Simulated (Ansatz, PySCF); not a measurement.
CCl4. Atoms are numbered in the order given.

```xyz
5

Cl     1.0311     1.0311    -1.0311
C      0.0000     0.0000     0.0000
Cl    -1.0311     1.0311     1.0311
Cl    -1.0311    -1.0311    -1.0311
Cl     1.0311    -1.0311     1.0311
```
Charge 0, spin multiplicity 1.

Geometry: B3LYP-D3(BJ)/def2-SVP.

Vertical ionisation energy (IE) and electron affinity (EA) in eV. Rows of orbital energies are one-electron estimates. Where ΔSCF, EOM or ADC give a negative EA the extra electron is unbound and the value depends on the basis.

```json
[
 {"level": "−ε(HOMO), −ε(LUMO), r2SCAN/def2-TZVP (PySCF)", "IE": "8.02", "EA": "2.76"},
 {"level": "−ε(HOMO), −ε(LUMO), PBE/def2-TZVP (PySCF)", "IE": "7.64", "EA": "2.79"},
 {"level": "ΔSCF, CAM-B3LYP/def2-SVPD (Ansatz), final states of multiplicity 2 and 2", "IE": "11.61", "EA": "-0.05"},
 {"level": "ΔSCF, PBE/def2-SVPD (Ansatz), final states of multiplicity 2 and 2", "IE": "___", "EA": "___"}
]
```

### Question
Fill in the missing entries. (An estimate is asked for; the answer gives what the named calculation found.)

### Answer

- ΔSCF, PBE/def2-SVPD (Ansatz, an electronic-structure program), final states of multiplicity 2 and 2, IE: 10.67
- ΔSCF, PBE/def2-SVPD (Ansatz), final states of multiplicity 2 and 2, EA: 0.31

### Question
What vertical singlet–triplet gap does ΔSCF give with CAM-B3LYP/def2-SVPD (Ansatz) and with PBE/def2-SVPD (Ansatz)? (An estimate is asked for; the answer gives what the named calculation found.)

### Answer
5.92 and 4.87 eV (triplet above singlet where positive).
